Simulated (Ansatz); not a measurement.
We consider rutile MnO2, described by HSE06 (PAW; Ansatz, a program for electronic structure).

Run with plane-wave cutoff 500 eV, 6×6×10 k mesh (along the axes of the cell as run), Fermi–Dirac smearing 0.05 eV, ferromagnetic start, spin-polarised with parallel moments, scalar-relativistic PAW data made under PBE.

Cell (relaxed with r²SCAN):

```
MnO2
1.0
    4.39757     0.00000     0.00000
    0.00000     4.39757     0.00000
    0.00000     0.00000     2.86321
Mn O
2 4
Direct
  0.00000   0.00000   0.00000
  0.50000   0.50000   0.50000
  0.30509   0.30509   0.00000
  0.69491   0.69491   0.00000
  0.19491   0.80509   0.50000
  0.80509   0.19491   0.50000
```

Problem. Estimate the magnetic moment (largest site, within a sphere) and band gap that the calculation returns.

Solution. 
- magnetic moment (largest site, within a sphere): 2.60 μB
- band gap: 0.93 eV (on the SCF k mesh)

Note: exact exchange on metals is sensitive to the k mesh and can open a false gap; the collinear magnetic order is the start's and need not be the measured one; cell and atoms aren't relaxed at this level (largest force component 0.09 eV/Å, pressure -2.8 GPa).

Moments are spin moments.

The computed numbers hold no vibrational or temperature effects.
